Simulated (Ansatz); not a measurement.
Diamond-structure Si was calculated with HSE06 in Ansatz (PAW).

Settings: plane-wave cutoff 460 eV, 8×8×8 k mesh, Fermi–Dirac smearing 0.01 eV, scalar-relativistic PAW data made under PBE.

The cell is scaled about its equilibrium volume:

```tsv
V (Å³/atom)	P (GPa)	direct gap at Γ (eV)	smallest gap on the k mesh (eV)
19.112	5.62	3.334	1.094
19.615	2.63	3.322	1.139
20.155	-0.17	3.308	1.183
20.620	-2.30	3.295	1.218
21.123	-4.33	3.281	1.254
```

The fundamental gap (1.13 eV at the equilibrium volume, with added k points) lies elsewhere than Γ–Γ.

Ansatz is a first-principles code.
